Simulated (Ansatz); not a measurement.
Rock-salt TiC was calculated with Hartree–Fock (plane waves, PAW; Ansatz, a first-principles code).

Input:

Ansatz 0.2 input:
```yaml
crystal:
  lattice:
    - [0.0, 2.1866103613, 2.1866103613]
    - [2.1866103613, 0.0, 2.1866103613]
    - [2.1866103613, 2.1866103613, 0.0]
  atoms:
    - { symbol: Ti, position: [0.0, 0.0, 0.0] }
    - { symbol: C, position: [0.5, 0.5, 0.5] }
basis:
  ecutwfc: 460
  ecutrho_ratio: 4
  xc_grid: 2
kpoints:
  mp_grid: { grid: [12, 12, 12] }
hamiltonian:
  xc: hf
  dispersion: none
  pseudopotentials: { kind: paw }
scf:
  occupations: { method: fermi_dirac, width: 0.05 }
  convergence: { dr2_threshold: 0.0000000002 }
output:
  forces: true
  stress: true
  eigenvalues: true
```

Excerpt of the program's output:

```
WARN output.stress: scf.exx.energy_threshold = 1e-6 eV is looser than the 2e-8 eV advised for a stress under a hybrid functional (1e-8 eV for each atom of the …
Crystal: 2 atoms, lattice volume = 20.910 Å³
Basis set: ecut = 460 eV, 459 PW (Γ), exchange–correlation on 48×48×48 points (8 copies of the dense FFT grid, shifted against one another)
Bands: 12, of which v1, the nominal top of the filled ones, is band 8 counted from 1 (7 counted from 0)
Symmetry: 48 space group operations
Space group: Fm-3m (ITA 225), of the structure as read, at distance tolerance 2.8e-5 Å
k-points: 72 of 1728
Functional: x = pbe(κ = 0.804, μ = 0.2195149727645171), c = none, warm-up for x = 0 pbe(κ = 0.804, μ = 0.2195149727645171) + 1 exact, c = none
SCF iter   1: F=—  HF=-2720.247156 eV  |F-HF|=—  |Δ(HF+E_count)|=         —  Δρ=2.34e-2  dr2=1.37e-1
SCF iter   2: F=—  HF=-2720.231381 eV  |F-HF|=—  |Δ(HF+E_count)|=   1.58e-2  Δρ=1.56e-2  dr2=6.34e-2
  ...
SCF 1 converged in 9 iterations: F = -2720.221200 eV  dr2 = 3.27e-11
Crystal: 2 atoms, lattice volume = 20.910 Å³
Initial density: handed on by an earlier stage of this run
Functional: x = 0 pbe(κ = 0.804, μ = 0.2195149727645171) + 1 exact, c = none
  ...
Crystal: 2 atoms, lattice volume = 20.910 Å³
SCF 3 converged in 7 iterations: F = -2720.915276 eV  dr2 = 1.49e-10
Crystal: 2 atoms, lattice volume = 20.910 Å³
SCF 4 converged in 7 iterations: F = -2721.050387 eV  dr2 = 5.73e-12
Crystal: 2 atoms, lattice volume = 20.910 Å³
SCF 5 converged in 6 iterations: F = -2721.082909 eV  dr2 = 3.08e-11
Crystal: 2 atoms, lattice volume = 20.910 Å³
SCF 6 converged in 6 iterations: F = -2721.097007 eV  dr2 = 3.64e-11
Crystal: 2 atoms, lattice volume = 20.910 Å³
SCF 7 converged in 7 iterations: F = -2721.100749 eV  dr2 = 2.23e-12
Crystal: 2 atoms, lattice volume = 20.910 Å³
SCF 8 converged in 5 iterations: F = -2721.106439 eV  dr2 = 2.03e-11
Crystal: 2 atoms, lattice volume = 20.910 Å³
Crystal: 2 atoms, lattice volume = 20.910 Å³
Crystal: 2 atoms, lattice volume = 20.910 Å³
SCF iter   4: F=—  HF=-2721.107734 eV  |F-HF|=—  |Δ(HF+E_count)|=  1.25e-10  Δρ=1.39e-6  dr2=7.91e-10
SCF iter   5: F=-2721.107734 eV  HF=-2721.107734 eV  |F-HF|=2.73e-12  |Δ(HF+E_count)|=  2.61e-10  Δρ=1.19e-7  dr2=2.11e-11
SCF 11 converged in 5 iterations: F = -2721.107734 eV  dr2 = 2.11e-11
Free energy (F): -2721.107734 eV
Internal energy: -2721.107733 eV  (E = F + TS)
E sigma→0 (E₀):  -2721.107734 eV
Fermi energy:    16.312905 eV
--- Forces (eV/Å), atoms counted from 1 ---
  atom   1  Ti    -0.00000000    -0.00000000     0.00000000
  atom   2  C      0.00000000    -0.00000000     0.00000000
--- Stress (GPa, compression-positive) ---
       -0.011893      -0.000000       0.000000
        0.000000      -0.011893       0.000000
       -0.000000       0.000000      -0.011893
  P = ⅓ Tr σ = -0.0119 GPa (-0.119 kbar)
```

The PAW data were made under PBE.

Computing time: about 9 core-minutes (a rough figure).
